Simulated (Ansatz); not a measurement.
# BH− (quartet): from Hartree-Fock to the top rungs at distance B1–H2 = 1.651 Å, aug-cc-pVTZ

Aim: climb from Hartree-Fock through coupled cluster and multireference methods for BH− (quartet) at one geometry and basis, and see what each rung misses.

Method: aug-cc-pVTZ, core rule «outside noble gas», up to 1 orbitals frozen; program: Ansatz 0.2.0, Gaussian basis.

To be run: UHF; CCSD(T) on ROHF; CCSD(T) on UHF; BCCD(T) on ROHF; CCSDT(Q) on ROHF; CCSDT(Q) on UHF; CASSCF and MRCISD+Q, 5 electrons in 5 orbitals; CASSCF and NEVPT2, 5 electrons in 5 orbitals; Full CI.

9 further runs of the same task are left out: 9 that didn't finish.

### 1 The system

The geometry derives from a PBE0/def2-TZVPD stationary point (not a proven minimum). One bond is set to the value named and the two fragments are kept rigid.

2 atoms, charge -1, spin multiplicity 4.

Atoms are counted from 1 here; the program's logs count them from 0.

No contacts short enough for the rule that draws bonds.

### 2 UHF

Input file in.yaml:

```yaml
crystal:
  periodic: [false, false, false]
  atoms:
    - {symbol: B, position_ang: [0.000000, 0.000000, 0.000000]}
    - {symbol: H, position_ang: [0.000000, 0.000000, 1.651000]}
basis:
  gaussian: {orbitals: aug-cc-pVTZ}
total_charge: -1
magnetization: {spin_polarized: true, initial_magnetization: 3}
hamiltonian: {xc: hf}
output: {orbitals: {seedname: orbitals}}
```

Run with:

```console
$ ansatz run in.yaml --threads 1 --pin off --events-out ev --progress --plain --max-ram 2816MiB --backend cpu
```

The runs that follow: CCSD(T) on ROHF; CCSD(T) on UHF; BCCD(T) on ROHF; CCSDT(Q) on ROHF; CCSDT(Q) on UHF; CASSCF and MRCISD+Q, 5 electrons in 5 orbitals; CASSCF and NEVPT2, 5 electrons in 5 orbitals; Full CI.

Q: Predict the results of all the runs planned. Wanted: UCCSDT(Q) below the RHF energy; RMP2 from UCCSDT(Q); UMP2 from UCCSDT(Q); RCCSD from UCCSDT(Q); RCCSD(T) from UCCSDT(Q); UCCSD(T) from UCCSDT(Q); RCCSDT(Q) from UCCSDT(Q); NEVPT2 valence from UCCSDT(Q); MRCISD+Q valence from UCCSDT(Q).

As calculated:

| quantity | value |
| --- | --- |
| UCCSDT(Q) below the RHF energy | -2.6592 eV |
| RMP2 from UCCSDT(Q) | +681.4 meV |
| UMP2 from UCCSDT(Q) | +679.6 meV |
| RCCSD from UCCSDT(Q) | +154.2 meV |
| RCCSD(T) from UCCSDT(Q) | +36.7 meV |
| UCCSD(T) from UCCSDT(Q) | +35.6 meV |
| RCCSDT(Q) from UCCSDT(Q) | +0.8 meV |
| NEVPT2 valence from UCCSDT(Q) | +632.0 meV |
| MRCISD+Q valence from UCCSDT(Q) | +70.3 meV |
| levels within 1 kcal/mol (43 meV) | RCCSD(T), UCCSD(T), BCCD(T), RCCSDT, UCCSDT, RCCSDT(Q) |
| T1 diagnostic | 0.051 |
| effectively unpaired electrons | 3.02 |

In words: RCCSD(T) misses by +36.7 meV, 1.4 % of the correlation energy. The occupations are near whole numbers, but T1 = 0.051 shows that the orbitals relax strongly. Of the multireference levels listed MRCISD+Q valence comes nearest in total energy (+70.3 meV), which doesn't show that its space is the better one. These misses are within one basis, not against nature; the frozen cores of restricted and unrestricted runs differ, which can shift their rows.
